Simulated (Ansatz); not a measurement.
**UB3LYP/6-31G(d) (Cartesian functions) run of BH2O (SMILES [BH]O)**

What is the vertical doublet–quartet gap of BH2O at UB3LYP/6-31G* (Cartesian functions)? 

Program for the calculation: Ansatz 0.2.0.

50 further runs of the same task are left out: 50 set aside as unsound or not needed.

### 1 The structure to begin with

BH2O: 4 atoms, total charge 0, spin state doublet. As SMILES, `[BH]O`. Geometry: relaxed at PBE0-D4/def2-TZVP.

Bond lengths: B1–O2 1.333 Å, B1–H3 1.201 Å, O2–H4 0.961 Å. Angles: B1–O2–H4 114.6°, O2–B1–H3 121.0°.

### 2 The energy at UB3LYP/6-31G(d) (Cartesian functions)

molecule.yaml reads:

```yaml
crystal:
  periodic: [false, false, false]
  atoms:
    - {symbol: B, position_ang: [-0.006100, -0.485500, 0.388300]}
    - {symbol: O, position_ang: [0.119700, 0.544500, -0.448600]}
    - {symbol: H, position_ang: [-1.064200, -1.032400, 0.540300]}
    - {symbol: H, position_ang: [1.006100, 0.913200, -0.500300]}
basis:
  gaussian:
    orbitals: "6-31G*"
magnetization:
  spin_polarized: true
  initial_magnetization: 1
hamiltonian:
  xc: {name: B3LYP}
accuracy: high
output:
  orbitals: {seedname: orbitals}
```

Launch:

```console
$ ansatz run molecule.yaml --threads 1 --pin off --max-ram 3480MiB --events-out events.jsonl --progress --plain --runs-dir runs
```

The program printed:

```text
Warning: RAYON_NUM_THREADS=1 ignored (pool sized by the plan → 1); use --threads N
Functional definition: B3LYP
  name "B3LYP"
  parameter a0 = 0.2
  parameter ax = 0.72
  parameter ac = 0.81
  exchange = (1 - a0 - ax)*slater_x + ax*b88_x + a0*exact_x
  correlation = (1 - ac)*vwn_rpa_c + ac*lyp_c
673 factors; integrals over basis functions are off by at most 2.7e-9 eV
mean field evaluation 1: about -2751.5741 eV, gradient 3.0e1 eV
mean field evaluation 2: about -2744.6038 eV, gradient 5.3e1 eV
mean field evaluation 4: about -2754.6081 eV, gradient 8.5e-1 eV
mean field evaluation 8: about -2754.6103 eV, gradient 1.2e-2 eV
mean field evaluation 16: about -2754.6103 eV, gradient 2.7e-6 eV
mean field -2754.61031847 eV, -101.2300620617 hartree, gradient 2.9e-8 eV, S^2 0.751191; 0 other end points of the search recorded, 0 dependent functions left out
reference -2754.61034459 eV, -101.2300630216 hartree; 8, 7 occupied and 26, 27 virtual orbitals, 673 factors
Total energy: -2754.61034459 eV, -101.2300630216 hartree
```

It took 1.7 s on 1 thread of Arm Neoverse V1, shared host; peak memory 0.11 GiB.

### 3 The quartet at the same level

in.yaml reads:

```yaml
crystal:
  periodic: [false, false, false]
  atoms:
    - symbol: B
      position_ang: [-0.006100, -0.485500, 0.388300]
    - symbol: O
      position_ang: [0.119700, 0.544500, -0.448600]
    - symbol: H
      position_ang: [-1.064200, -1.032400, 0.540300]
    - symbol: H
      position_ang: [1.006100, 0.913200, -0.500300]
basis:
  gaussian:
    orbitals: "6-31G*"
magnetization:
  spin_polarized: true
  initial_magnetization: 3
hamiltonian:
  xc: {name: B3LYP}
accuracy: high
output:
  orbitals: {seedname: orbitals}
```

Launch:

```console
$ ansatz run in.yaml --threads 1 --pin off --max-ram 3480MiB --events-out events.jsonl --progress --plain --runs-dir runs
```

The program printed, cut to the lines that bear on the results:

```text
Warning: RAYON_NUM_THREADS=1 ignored (pool sized by the plan → 1); use --threads N
[... 7 set-up lines as earlier in the session ...]
673 factors; integrals over basis functions are off by at most 2.7e-9 eV
mean field evaluation 1: about -2745.0289 eV, gradient 1.5e1 eV
mean field evaluation 2: about -2741.6444 eV, gradient 2.8e1 eV
mean field evaluation 4: about -2743.9232 eV, gradient 2.2e1 eV
mean field evaluation 8: about -2746.7578 eV, gradient 3.1e0 eV
mean field evaluation 16: about -2746.8039 eV, gradient 2.9e-3 eV
mean field evaluation 32: about -2746.6957 eV, gradient 4.1e0 eV
mean field -2746.80387404 eV, -100.9431805204 hartree, gradient 6.5e-8 eV, S^2 3.753026; 2 other end points of the search recorded, 0 dependent functions left out
reference -2746.80390038 eV, -100.9431814884 hartree; 9, 6 occupied and 25, 28 virtual orbitals, 673 factors
Total energy: -2746.80390038 eV, -100.9431814884 hartree
```

Wall time 2 s (1 thread of Arm Neoverse V1, shared host); peak memory 0.11 GiB.

### 4 Results

At UB3LYP/6-31G* (Cartesian functions):

| quantity | value |
| --- | --- |
| doublet: total energy | -101.23006 Eh |
| doublet: HOMO energy (highest over α and β) | -4.94 eV |
| doublet: LUMO energy (lowest over α and β) | -0.82 eV |
| doublet: ⟨S²⟩ | 0.751 |
| quartet: total energy | -100.94318 Eh |
| quartet: HOMO energy (highest over α and β) | -2.77 eV |
| quartet: ⟨S²⟩ | 3.753 |
| vertical energy of the quartet above the doublet | 7.806 eV |

At this shape the quartet lies 7.81 eV (753 kJ/mol) above the doublet.
